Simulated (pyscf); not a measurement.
`[Cl][Ga]` [singlet] + `[FH]` → `[F][Ga]` [singlet] + `[ClH]` (four-centre exchange; singlet surface; Cl–Ga, F–H broken, F–Ga, Cl–H formed). Structures and frequencies: ωB97X-D3(BJ)/def2-SVP in PySCF. Correlated levels are frozen-core, on RHF or UHF. ΔMP2 is the change of the MP2 total energy from the triple- to the quadruple-zeta basis. Energies in kcal/mol from the separated reactants.

```tsv
level	barrier	reaction energy
ωB97X-D3(BJ)/def2-TZVP	2.7	+6.4
PBE/def2-TZVP	-2.7	+3.6
r²SCAN/def2-TZVP	-1.6	+3.6
M06-2X/def2-TZVP	2.4	+5.1
ωB97M-D3(BJ)/def2-TZVP	1.9	+3.6
HF/def2-TZVP	15.7	+5.4
CCSD(T)/def2-TZVPP + ΔMP2(QZVPP)	4.8	+5.1
```

On the reactant side the descent ends in a bound adduct, 8.2 kcal/mol under the separated species and 10.8 kcal/mol under the saddle at ωB97X-D3(BJ)/def2-TZVP. On the product side the descent ends in a complex, 7.2 kcal/mol under the separated species and 3.5 kcal/mol under the saddle at ωB97X-D3(BJ)/def2-TZVP. At PBE, r²SCAN the saddle lies under the separated reactants, which points to a path from their complex (located at ωB97X-D3(BJ) alone). At ωB97X-D3(BJ), PBE, r²SCAN, M06-2X, ωB97M-D3(BJ), CCSD(T) the saddle lies under the separated products, which points to a path from their complex (located at ωB97X-D3(BJ) alone), and parting the products costs more than the saddle. This is the saddle that the search found; another between the same sides may lie lower. The CCSD(T) − MP2 part came from Ansatz, without density fitting, on the same reference. The frozen core leaves the outer d or s,p core shells of the metals and heavy elements correlated in the MP2 and CC values, and def2-TZVPP describes them poorly, which can shift differences by a few kcal/mol. Elements up to Kr have no core potential and no relativistic terms here.
